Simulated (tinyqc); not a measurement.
Inside a calculation (part 1 of 2). Method: UHF in the sto-3g basis, for H2O+, spin multiplicity 2. Computed by tinyqc, a small Python program that keeps every step (integrals from PySCF). Settings: charge = 1, multiplicity = 2, basis = sto-3g, energy threshold = 1e-10, iteration cap = 86, orthogonalisation = symmetric, start = core, DIIS depth = 0, method = UHF. Command: `OMP_NUM_THREADS=1 python tinyqc.py 28335 28336 out.jsonl` (the two numbers bound the seeds that draw the settings). One thread of a shared host (Intel(R) Xeon(R) Processor @ 2.60GHz), about 0.1 s of CPU time with the checks. Later iterations appear only in the table of the cycle.

## One-electron integrals

Geometry (angstrom):
```
atom,x,y,z
O,0.000000,0.000000,0.000000
H,0.000000,0.688000,0.597000
H,0.000000,-0.688000,0.597000
```

Basis sto-3g: exponents (1/bohr^2) and contraction coefficients of normalised primitives:
```
element,l (shell),exponent,coefficient
O,s (1),130.709320,0.154329
O,s (1),23.808861,0.535328
O,s (1),6.443608,0.444635
O,s (2),5.033151,-0.099967
O,s (2),1.169596,0.399513
O,s (2),0.380389,0.700115
O,p (3),5.033151,0.155916
O,p (3),1.169596,0.607684
O,p (3),0.380389,0.391957
H,s (1),3.425251,0.154329
H,s (1),0.623914,0.535328
H,s (1),0.168855,0.444635
```

Overlap, kinetic and nuclear-attraction integrals over the contracted functions; the nuclear repulsion is the sum of Za Zb / Rab.

nuclear repulsion = 9.67951880 hartree

overlap S:
```
,1O 1s,1O 2s,1O 2px,1O 2py,1O 2pz,2H 1s,3H 1s
1O 1s,1.000000,0.236704,0.000000,0.000000,0.000000,0.060219,0.060219
1O 2s,0.236704,1.000000,0.000000,0.000000,0.000000,0.505652,0.505652
1O 2px,0.000000,0.000000,1.000000,0.000000,0.000000,0.000000,0.000000
1O 2py,0.000000,0.000000,0.000000,1.000000,0.000000,0.308926,-0.308926
1O 2pz,0.000000,0.000000,0.000000,0.000000,1.000000,0.268066,0.268066
2H 1s,0.060219,0.505652,0.000000,0.308926,0.268066,1.000000,0.305693
3H 1s,0.060219,0.505652,0.000000,-0.308926,0.268066,0.305693,1.000000
```

kinetic energy T (hartree):
```
,1O 1s,1O 2s,1O 2px,1O 2py,1O 2pz,2H 1s,3H 1s
1O 1s,29.003200,-0.168011,0.000000,0.000000,0.000000,0.001212,0.001212
1O 2s,-0.168011,0.808128,0.000000,0.000000,0.000000,0.152065,0.152065
1O 2px,0.000000,0.000000,2.528731,0.000000,0.000000,0.000000,0.000000
1O 2py,0.000000,0.000000,0.000000,2.528731,0.000000,0.242540,-0.242540
1O 2pz,0.000000,0.000000,0.000000,0.000000,2.528731,0.210460,0.210460
2H 1s,0.001212,0.152065,0.000000,0.242540,0.210460,0.760032,0.022708
3H 1s,0.001212,0.152065,0.000000,-0.242540,0.210460,0.022708,0.760032
```

nuclear attraction V (hartree):
```
,1O 1s,1O 2s,1O 2px,1O 2py,1O 2pz,2H 1s,3H 1s
1O 1s,-61.780323,-7.458098,0.000000,0.000000,-0.022469,-1.956256,-1.956256
1O 2s,-7.458098,-10.193277,0.000000,0.000000,-0.259248,-4.207934,-4.207934
1O 2px,0.000000,0.000000,-10.027383,0.000000,0.000000,0.000000,0.000000
1O 2py,0.000000,0.000000,0.000000,-10.186215,0.000000,-2.289066,2.289066
1O 2pz,-0.022469,-0.259248,0.000000,0.000000,-10.146977,-2.081753,-2.081753
2H 1s,-1.956256,-4.207934,0.000000,-2.289066,-2.081753,-6.053421,-2.008090
3H 1s,-1.956256,-4.207934,0.000000,2.289066,-2.081753,-2.008090,-6.053421
```

core Hamiltonian H = T + V (hartree):
```
,1O 1s,1O 2s,1O 2px,1O 2py,1O 2pz,2H 1s,3H 1s
1O 1s,-32.777123,-7.626109,0.000000,0.000000,-0.022469,-1.955044,-1.955044
1O 2s,-7.626109,-9.385149,0.000000,0.000000,-0.259248,-4.055869,-4.055869
1O 2px,0.000000,0.000000,-7.498652,0.000000,0.000000,0.000000,0.000000
1O 2py,0.000000,0.000000,0.000000,-7.657484,0.000000,-2.046526,2.046526
1O 2pz,-0.022469,-0.259248,0.000000,0.000000,-7.618246,-1.871293,-1.871293
2H 1s,-1.955044,-4.055869,0.000000,-2.046526,-1.871293,-5.293389,-1.985382
3H 1s,-1.955044,-4.055869,0.000000,2.046526,-1.871293,-1.985382,-5.293389
```

## Two-electron integrals

Functions are numbered as in S; the eight-fold symmetry (ij|kl) = (ji|kl) = (kl|ij) leaves the list below.

Two-electron integrals (ij|kl) in chemists' order, unique and non-zero (hartree):
```
i,j,k,l,(ij|kl)
1,1,1,1,4.785065
2,1,1,1,0.741380
2,1,2,1,0.136873
2,2,1,1,1.118947
2,2,2,1,0.256633
2,2,2,2,0.817206
3,1,3,1,0.024477
3,2,3,1,0.037809
3,2,3,2,0.180518
3,3,1,1,1.115814
3,3,2,1,0.256684
3,3,2,2,0.817023
3,3,3,3,0.880159
4,1,4,1,0.024477
4,2,4,1,0.037809
4,2,4,2,0.180518
4,3,4,3,0.047444
4,4,1,1,1.115814
4,4,2,1,0.256684
4,4,2,2,0.817023
4,4,3,3,0.785270
4,4,4,4,0.880159
5,1,5,1,0.024477
5,2,5,1,0.037809
5,2,5,2,0.180518
5,3,5,3,0.047444
5,4,5,4,0.047444
5,5,1,1,1.115814
5,5,2,1,0.256684
5,5,2,2,0.817023
5,5,3,3,0.785270
5,5,4,4,0.785270
5,5,5,5,0.880159
6,1,1,1,0.191938
6,1,2,1,0.035104
6,1,2,2,0.065289
6,1,3,3,0.065168
6,1,4,1,0.001210
6,1,4,2,0.002254
6,1,4,4,0.065380
6,1,5,1,0.001050
6,1,5,2,0.001956
6,1,5,4,0.000184
6,1,5,5,0.065328
6,1,6,1,0.009118
6,2,1,1,0.436805
6,2,2,1,0.101305
6,2,2,2,0.353658
6,2,3,3,0.347920
6,2,4,1,0.005688
6,2,4,2,0.042259
6,2,4,4,0.357555
6,2,5,1,0.004936
6,2,5,2,0.036670
6,2,5,4,0.008361
6,2,5,5,0.355175
6,2,6,1,0.026422
6,2,6,2,0.184711
6,3,3,1,0.010959
6,3,3,2,0.062473
6,3,4,3,0.008926
6,3,5,3,0.007745
6,3,6,3,0.027302
6,4,1,1,0.227621
6,4,2,1,0.053509
6,4,2,2,0.199575
6,4,3,3,0.190388
6,4,4,1,0.013617
6,4,4,2,0.085294
6,4,4,4,0.213655
6,4,5,1,0.002307
6,4,5,2,0.019803
6,4,5,4,0.012444
6,4,5,5,0.194466
6,4,6,1,0.014614
6,4,6,2,0.126624
6,4,6,4,0.113192
6,5,1,1,0.197514
6,5,2,1,0.046432
6,5,2,2,0.173178
6,5,3,3,0.165206
6,5,4,1,0.002307
6,5,4,2,0.019803
6,5,4,4,0.169905
6,5,5,1,0.012961
6,5,5,2,0.079656
6,5,5,4,0.013003
6,5,5,5,0.184235
6,5,6,1,0.012681
6,5,6,2,0.109876
6,5,6,4,0.074530
6,5,6,5,0.091973
6,6,1,1,0.554667
6,6,2,1,0.130723
6,6,2,2,0.520198
6,6,3,3,0.498990
6,6,4,1,0.010080
6,6,4,2,0.100807
6,6,4,4,0.534934
6,6,5,1,0.008746
6,6,5,2,0.087473
6,6,5,4,0.031190
6,6,5,5,0.526054
6,6,6,1,0.034453
6,6,6,2,0.331987
6,6,6,4,0.260217
6,6,6,5,0.225799
6,6,6,6,0.774606
7,1,1,1,0.191938
7,1,2,1,0.035104
7,1,2,2,0.065289
7,1,3,3,0.065168
7,1,4,1,-0.001210
7,1,4,2,-0.002254
7,1,4,4,0.065380
7,1,5,1,0.001050
7,1,5,2,0.001956
7,1,5,4,-0.000184
7,1,5,5,0.065328
7,1,6,1,0.008991
7,1,6,2,0.025675
7,1,6,4,0.012893
7,1,6,5,0.012327
7,1,6,6,0.033070
7,1,7,1,0.009118
7,2,1,1,0.436805
7,2,2,1,0.101305
7,2,2,2,0.353658
7,2,3,3,0.347920
7,2,4,1,-0.005688
7,2,4,2,-0.042259
7,2,4,4,0.357555
7,2,5,1,0.004936
7,2,5,2,0.036670
7,2,5,4,-0.008361
7,2,5,5,0.355175
7,2,6,1,0.025675
7,2,6,2,0.154680
7,2,6,4,0.072226
7,2,6,5,0.089684
7,2,6,6,0.234305
7,2,7,1,0.026422
7,2,7,2,0.184711
7,3,3,1,0.010959
7,3,3,2,0.062473
7,3,4,3,-0.008926
7,3,5,3,0.007745
7,3,6,3,0.022269
7,3,7,3,0.027302
7,4,1,1,-0.227621
7,4,2,1,-0.053509
7,4,2,2,-0.199575
7,4,3,3,-0.190388
7,4,4,1,0.013617
7,4,4,2,0.085294
7,4,4,4,-0.213655
7,4,5,1,-0.002307
7,4,5,2,-0.019803
7,4,5,4,0.012444
7,4,5,5,-0.194466
7,4,6,1,-0.012893
7,4,6,2,-0.072226
7,4,6,4,-0.011747
7,4,6,5,-0.040828
7,4,6,6,-0.094161
7,4,7,1,-0.014614
7,4,7,2,-0.126624
7,4,7,4,0.113192
7,5,1,1,0.197514
7,5,2,1,0.046432
7,5,2,2,0.173178
7,5,3,3,0.165206
7,5,4,1,-0.002307
7,5,4,2,-0.019803
7,5,4,4,0.169905
7,5,5,1,0.012961
7,5,5,2,0.079656
7,5,5,4,-0.013003
7,5,5,5,0.184235
7,5,6,1,0.012327
7,5,6,2,0.089684
7,5,6,4,0.040828
7,5,6,5,0.073484
7,5,6,6,0.149834
7,5,7,1,0.012681
7,5,7,2,0.109876
7,5,7,4,-0.074530
7,5,7,5,0.091973
7,6,1,1,0.198147
7,6,2,1,0.046376
7,6,2,2,0.175318
7,6,3,3,0.171115
7,6,4,4,0.174189
7,6,5,1,0.003578
7,6,5,2,0.031339
7,6,5,5,0.180465
7,6,6,1,0.011999
7,6,6,2,0.091613
7,6,6,4,0.053749
7,6,6,5,0.061274
7,6,6,6,0.169901
7,6,7,1,0.011999
7,6,7,2,0.091613
7,6,7,4,-0.053749
7,6,7,5,0.061274
7,6,7,6,0.054561
7,7,1,1,0.554667
7,7,2,1,0.130723
7,7,2,2,0.520198
7,7,3,3,0.498990
7,7,4,1,-0.010080
7,7,4,2,-0.100807
7,7,4,4,0.534934
7,7,5,1,0.008746
7,7,5,2,0.087473
7,7,5,4,-0.031190
7,7,5,5,0.526054
7,7,6,1,0.033070
7,7,6,2,0.234305
7,7,6,4,0.094161
7,7,6,5,0.149834
7,7,6,6,0.373107
7,7,7,1,0.034453
7,7,7,2,0.331987
7,7,7,4,-0.260217
7,7,7,5,0.225799
7,7,7,6,0.169901
7,7,7,7,0.774606
```

## Orthogonalisation

S = U s U^T; symmetric (Loewdin) form X = U s^(-1/2) U^T, so that X^T S X = 1.

eigenvalues of S: 0.311574  0.384300  0.881087  1.000000  1.096792  1.310007  2.016241

X:
```
,1O 1s,1O 2s,1O 2px,1O 2py,1O 2pz,2H 1s,3H 1s
1O 1s,1.024361,-0.145665,0.000000,0.000000,-0.011892,0.022616,0.022616
1O 2s,-0.145665,1.285596,0.000000,0.000000,0.137074,-0.323517,-0.323517
1O 2px,0.000000,0.000000,1.000000,0.000000,0.000000,0.000000,0.000000
1O 2py,0.000000,0.000000,0.000000,1.121321,0.000000,-0.246756,0.246756
1O 2pz,-0.011892,0.137074,0.000000,0.000000,1.071263,-0.168725,-0.168725
2H 1s,0.022616,-0.323517,0.000000,-0.246756,-0.168725,1.250120,-0.115374
3H 1s,0.022616,-0.323517,0.000000,0.246756,-0.168725,-0.115374,1.250120
```

## Starting guess

The start is the orbitals of the core Hamiltonian; D(s) = C_occ C_occ^T for each spin.

D(alpha) at the start:
```
,1O 1s,1O 2s,1O 2px,1O 2py,1O 2pz,2H 1s,3H 1s
1O 1s,1.068135,-0.311215,0.000000,0.000000,-0.033558,0.046838,0.046838
1O 2s,-0.311215,1.417940,0.000000,0.000000,0.212902,-0.213438,-0.213438
1O 2px,0.000000,0.000000,1.000000,0.000000,0.000000,0.000000,0.000000
1O 2py,0.000000,0.000000,0.000000,1.205156,0.000000,-0.205339,0.205339
1O 2pz,-0.033558,0.212902,0.000000,0.000000,1.122532,-0.144684,-0.144684
2H 1s,0.046838,-0.213438,0.000000,-0.205339,-0.144684,0.078750,0.008777
3H 1s,0.046838,-0.213438,0.000000,0.205339,-0.144684,0.008777,0.078750
```

D(beta) at the start:
```
,1O 1s,1O 2s,1O 2px,1O 2py,1O 2pz,2H 1s,3H 1s
1O 1s,1.068135,-0.311215,0.000000,0.000000,-0.033558,0.046838,0.046838
1O 2s,-0.311215,1.417940,0.000000,0.000000,0.212902,-0.213438,-0.213438
1O 2px,0.000000,0.000000,0.000000,0.000000,0.000000,0.000000,0.000000
1O 2py,0.000000,0.000000,0.000000,1.205156,0.000000,-0.205339,0.205339
1O 2pz,-0.033558,0.212902,0.000000,0.000000,1.122532,-0.144684,-0.144684
2H 1s,0.046838,-0.213438,0.000000,-0.205339,-0.144684,0.078750,0.008777
3H 1s,0.046838,-0.213438,0.000000,0.205339,-0.144684,0.008777,0.078750
```

## Iteration 1: building the Fock matrix

J_ij = sum D_kl (ij|kl) with D = D(alpha) + D(beta), K_ij = sum D_kl (ik|jl) for each spin; F = H + J - K(s); E = tr D H + tr D J / 2 - 0.5 sum_s tr D(s) K(s) + E_nn.

Coulomb J (hartree):
```
,1O 1s,1O 2s,1O 2px,1O 2py,1O 2pz,2H 1s,3H 1s
1O 1s,17.688042,3.334164,0.000000,0.000000,0.004968,0.855333,0.855333
1O 2s,3.334164,8.071285,0.000000,0.000000,-0.009302,3.381243,3.381243
1O 2px,0.000000,0.000000,8.006568,0.000000,0.000000,0.000000,0.000000
1O 2py,0.000000,0.000000,0.000000,8.091788,0.000000,1.867833,-1.867833
1O 2pz,0.004968,-0.009302,0.000000,0.000000,8.092513,1.614818,1.614818
2H 1s,0.855333,3.381243,0.000000,1.867833,1.614818,4.747544,1.629357
3H 1s,0.855333,3.381243,0.000000,-1.867833,1.614818,1.629357,4.747544
```

exchange K(alpha) (hartree):
```
,1O 1s,1O 2s,1O 2px,1O 2py,1O 2pz,2H 1s,3H 1s
1O 1s,4.931154,0.863218,0.000000,0.000000,0.000914,0.231405,0.231405
1O 2s,0.863218,1.438840,0.000000,0.000000,-0.000784,0.532984,0.532984
1O 2px,0.000000,0.000000,1.190766,0.000000,0.000000,0.000000,0.000000
1O 2py,0.000000,0.000000,0.000000,1.184671,0.000000,0.219876,-0.219876
1O 2pz,0.000914,-0.000784,0.000000,0.000000,1.184099,0.189242,0.189242
2H 1s,0.231405,0.532984,0.000000,0.219876,0.189242,0.292040,0.192027
3H 1s,0.231405,0.532984,0.000000,-0.219876,0.189242,0.192027,0.292040
```

exchange K(beta) (hartree):
```
,1O 1s,1O 2s,1O 2px,1O 2py,1O 2pz,2H 1s,3H 1s
1O 1s,4.906676,0.825410,0.000000,0.000000,0.000914,0.220446,0.220446
1O 2s,0.825410,1.258321,0.000000,0.000000,-0.000784,0.470511,0.470511
1O 2px,0.000000,0.000000,0.310606,0.000000,0.000000,0.000000,0.000000
1O 2py,0.000000,0.000000,0.000000,1.137227,0.000000,0.210951,-0.210951
1O 2pz,0.000914,-0.000784,0.000000,0.000000,1.136655,0.181497,0.181497
2H 1s,0.220446,0.470511,0.000000,0.210951,0.181497,0.264739,0.169759
3H 1s,0.220446,0.470511,0.000000,-0.210951,0.181497,0.169759,0.264739
```

F(alpha) (hartree):
```
,1O 1s,1O 2s,1O 2px,1O 2py,1O 2pz,2H 1s,3H 1s
1O 1s,-20.020235,-5.155163,0.000000,0.000000,-0.018415,-1.331117,-1.331117
1O 2s,-5.155163,-2.752704,0.000000,0.000000,-0.267765,-1.207610,-1.207610
1O 2px,0.000000,0.000000,-0.682849,0.000000,0.000000,0.000000,0.000000
1O 2py,0.000000,0.000000,0.000000,-0.750367,0.000000,-0.398570,0.398570
1O 2pz,-0.018415,-0.267765,0.000000,0.000000,-0.709832,-0.445717,-0.445717
2H 1s,-1.331117,-1.207610,0.000000,-0.398570,-0.445717,-0.837886,-0.548053
3H 1s,-1.331117,-1.207610,0.000000,0.398570,-0.445717,-0.548053,-0.837886
```

F(beta) (hartree):
```
,1O 1s,1O 2s,1O 2px,1O 2py,1O 2pz,2H 1s,3H 1s
1O 1s,-19.995757,-5.117355,0.000000,0.000000,-0.018415,-1.320157,-1.320157
1O 2s,-5.117355,-2.572185,0.000000,0.000000,-0.267765,-1.145137,-1.145137
1O 2px,0.000000,0.000000,0.197310,0.000000,0.000000,0.000000,0.000000
1O 2py,0.000000,0.000000,0.000000,-0.702923,0.000000,-0.389644,0.389644
1O 2pz,-0.018415,-0.267765,0.000000,0.000000,-0.662388,-0.437972,-0.437972
2H 1s,-1.320157,-1.145137,0.000000,-0.389644,-0.437972,-0.810584,-0.525784
3H 1s,-1.320157,-1.145137,0.000000,0.389644,-0.437972,-0.525784,-0.810584
```

total energy of this density = -73.39178917 hartree

## Iteration 1: diagonalisation and new density

Diagonalise F' = X^T F X, C = X C', fill 5 alpha and 4 beta electrons from the bottom; D(s) = C_occ C_occ^T. Each column has its largest component positive (the first on a tie).

F' = X^T F X (alpha) (hartree):
```
,1,2,3,4,5,6,7
1,-19.636446,-2.666446,0.000000,0.000000,-0.021698,-0.231482,-0.231482
2,-2.666446,-1.603467,0.000000,0.000000,-0.079568,-0.480293,-0.480293
3,0.000000,0.000000,-0.682849,0.000000,0.000000,0.000000,0.000000
4,0.000000,0.000000,0.000000,-0.537651,0.000000,-0.353531,0.353531
5,-0.021698,-0.079568,0.000000,0.000000,-0.586147,-0.274944,-0.274944
6,-0.231482,-0.480293,0.000000,-0.353531,-0.274944,-0.222812,-0.128202
7,-0.231482,-0.480293,0.000000,0.353531,-0.274944,-0.128202,-0.222812
```

orbital energies (alpha) (hartree): MO1 -20.031573, MO2 -1.606084, MO3 -0.862976, MO4 -0.682849, MO5 -0.664611, MO6 0.125194, MO7 0.230714

coefficients C (alpha):
```
,MO1,MO2,MO3,MO4,MO5,MO6,MO7
1O 1s,0.993143,-0.242033,0.000000,0.000000,0.110177,-0.121022,0.000000
1O 2s,0.031422,0.890577,0.000000,0.000000,-0.528640,0.910229,0.000000
1O 2px,0.000000,0.000000,0.000000,1.000000,0.000000,0.000000,0.000000
1O 2py,0.000000,0.000000,0.749543,0.000000,0.000000,0.000000,-0.904059
1O 2pz,0.005118,0.263833,0.000000,0.000000,0.819527,0.694417,0.000000
2H 1s,-0.007330,0.080795,0.319781,0.000000,0.191477,-0.856868,0.943883
3H 1s,-0.007330,0.080795,-0.319781,0.000000,0.191477,-0.856868,-0.943883
```

F' = X^T F X (beta) (hartree):
```
,1,2,3,4,5,6,7
1,-19.617973,-2.651821,0.000000,0.000000,-0.021138,-0.232349,-0.232349
2,-2.651821,-1.410729,0.000000,0.000000,-0.074416,-0.467575,-0.467575
3,0.000000,0.000000,0.197310,0.000000,0.000000,0.000000,0.000000
4,0.000000,0.000000,0.000000,-0.487262,0.000000,-0.353601,0.353601
5,-0.021138,-0.074416,0.000000,0.000000,-0.536896,-0.274598,-0.274598
6,-0.232349,-0.467575,0.000000,-0.353601,-0.274598,-0.217900,-0.126422
7,-0.232349,-0.467575,0.000000,0.353601,-0.274598,-0.126422,-0.217900
```

orbital energies (beta) (hartree): MO1 -20.005345, MO2 -1.460374, MO3 -0.827170, MO4 -0.599587, MO5 0.155387, MO6 0.197310, MO7 0.248430

coefficients C (beta):
```
,MO1,MO2,MO3,MO4,MO5,MO6,MO7
1O 1s,0.993745,-0.229735,0.000000,0.121696,-0.128767,0.000000,0.000000
1O 2s,0.028784,0.829913,0.000000,-0.570130,0.942050,0.000000,0.000000
1O 2px,0.000000,0.000000,0.000000,0.000000,0.000000,1.000000,0.000000
1O 2py,0.000000,0.000000,0.731196,0.000000,0.000000,0.000000,-0.918961
1O 2pz,0.004776,0.287025,0.000000,0.809164,0.697367,0.000000,0.000000
2H 1s,-0.006738,0.118832,0.338713,0.179632,-0.855005,0.000000,0.937256
3H 1s,-0.006738,0.118832,-0.338713,0.179632,-0.855005,0.000000,-0.937256
```

D(alpha) after iteration 1:
```
,1O 1s,1O 2s,1O 2px,1O 2py,1O 2pz,2H 1s,3H 1s
1O 1s,1.057051,-0.242586,0.000000,0.000000,0.031520,-0.005738,-0.005738
1O 2s,-0.242586,1.073574,0.000000,0.000000,-0.198110,-0.029498,-0.029498
1O 2px,0.000000,0.000000,1.000000,0.000000,0.000000,0.000000,0.000000
1O 2py,0.000000,0.000000,0.000000,0.561815,0.000000,0.239690,-0.239690
1O 2pz,0.031520,-0.198110,0.000000,0.000000,0.741258,0.178199,0.178199
2H 1s,-0.005738,-0.029498,0.000000,0.239690,0.178199,0.145505,-0.059015
3H 1s,-0.005738,-0.029498,0.000000,-0.239690,0.178199,-0.059015,0.145505
```

D(beta) after iteration 1:
```
,1O 1s,1O 2s,1O 2px,1O 2py,1O 2pz,2H 1s,3H 1s
1O 1s,1.055116,-0.231438,0.000000,0.000000,0.037278,-0.012135,-0.012135
1O 2s,-0.231438,1.014633,0.000000,0.000000,-0.222986,-0.003987,-0.003987
1O 2px,0.000000,0.000000,0.000000,0.000000,0.000000,0.000000,0.000000
1O 2py,0.000000,0.000000,0.000000,0.534648,0.000000,0.247665,-0.247665
1O 2pz,0.037278,-0.222986,0.000000,0.000000,0.737152,0.179427,0.179427
2H 1s,-0.012135,-0.003987,0.000000,0.247665,0.179427,0.161160,-0.068292
3H 1s,-0.012135,-0.003987,0.000000,-0.247665,0.179427,-0.068292,0.161160
```

## Iteration 2: building the Fock matrix

As before.

Coulomb J (hartree):
```
,1O 1s,1O 2s,1O 2px,1O 2py,1O 2pz,2H 1s,3H 1s
1O 1s,16.673269,3.112696,0.000000,0.000000,-0.001720,0.798609,0.798609
1O 2s,3.112696,7.606515,0.000000,0.000000,0.046344,3.262233,3.262233
1O 2px,0.000000,0.000000,7.540371,0.000000,0.000000,0.000000,0.000000
1O 2py,0.000000,0.000000,0.000000,7.621561,0.000000,1.827571,-1.827571
1O 2pz,-0.001720,0.046344,0.000000,0.000000,7.634172,1.609486,1.609486
2H 1s,0.798609,3.262233,0.000000,1.827571,1.609486,4.807136,1.613278
3H 1s,0.798609,3.262233,0.000000,-1.827571,1.609486,1.613278,4.807136
```

exchange K(alpha) (hartree):
```
,1O 1s,1O 2s,1O 2px,1O 2py,1O 2pz,2H 1s,3H 1s
1O 1s,4.896631,0.837301,0.000000,0.000000,0.003797,0.223862,0.223862
1O 2s,0.837301,1.371345,0.000000,0.000000,-0.011447,0.610255,0.610255
1O 2px,0.000000,0.000000,1.155084,0.000000,0.000000,0.000000,0.000000
1O 2py,0.000000,0.000000,0.000000,1.016093,0.000000,0.333576,-0.333576
1O 2pz,0.003797,-0.011447,0.000000,0.000000,1.080038,0.297076,0.297076
2H 1s,0.223862,0.610255,0.000000,0.333576,0.297076,0.587814,0.258814
3H 1s,0.223862,0.610255,0.000000,-0.333576,0.297076,0.258814,0.587814
```

exchange K(beta) (hartree):
```
,1O 1s,1O 2s,1O 2px,1O 2py,1O 2pz,2H 1s,3H 1s
1O 1s,4.869426,0.798706,0.000000,0.000000,0.003366,0.212628,0.212628
1O 2s,0.798706,1.180410,0.000000,0.000000,-0.021222,0.551314,0.551314
1O 2px,0.000000,0.000000,0.270456,0.000000,0.000000,0.000000,0.000000
1O 2py,0.000000,0.000000,0.000000,0.953693,0.000000,0.327147,-0.327147
1O 2pz,0.003366,-0.021222,0.000000,0.000000,1.028480,0.287792,0.287792
2H 1s,0.212628,0.551314,0.000000,0.327147,0.287792,0.576270,0.240960
3H 1s,0.212628,0.551314,0.000000,-0.327147,0.287792,0.240960,0.576270
```

F(alpha) (hartree):
```
,1O 1s,1O 2s,1O 2px,1O 2py,1O 2pz,2H 1s,3H 1s
1O 1s,-21.000485,-5.350714,0.000000,0.000000,-0.027986,-1.380297,-1.380297
1O 2s,-5.350714,-3.149978,0.000000,0.000000,-0.201457,-1.403891,-1.403891
1O 2px,0.000000,0.000000,-1.113365,0.000000,0.000000,0.000000,0.000000
1O 2py,0.000000,0.000000,0.000000,-1.052016,0.000000,-0.552532,0.552532
1O 2pz,-0.027986,-0.201457,0.000000,0.000000,-1.064112,-0.558883,-0.558883
2H 1s,-1.380297,-1.403891,0.000000,-0.552532,-0.558883,-1.074067,-0.630918
3H 1s,-1.380297,-1.403891,0.000000,0.552532,-0.558883,-0.630918,-1.074067
```

F(beta) (hartree):
```
,1O 1s,1O 2s,1O 2px,1O 2py,1O 2pz,2H 1s,3H 1s
1O 1s,-20.973279,-5.312119,0.000000,0.000000,-0.027555,-1.369063,-1.369063
1O 2s,-5.312119,-2.959043,0.000000,0.000000,-0.191682,-1.344950,-1.344950
1O 2px,0.000000,0.000000,-0.228737,0.000000,0.000000,0.000000,0.000000
1O 2py,0.000000,0.000000,0.000000,-0.989616,0.000000,-0.546102,0.546102
1O 2pz,-0.027555,-0.191682,0.000000,0.000000,-1.012554,-0.549599,-0.549599
2H 1s,-1.369063,-1.344950,0.000000,-0.546102,-0.549599,-1.062523,-0.613064
3H 1s,-1.369063,-1.344950,0.000000,0.546102,-0.549599,-0.613064,-1.062523
```

total energy of this density = -74.62314694 hartree
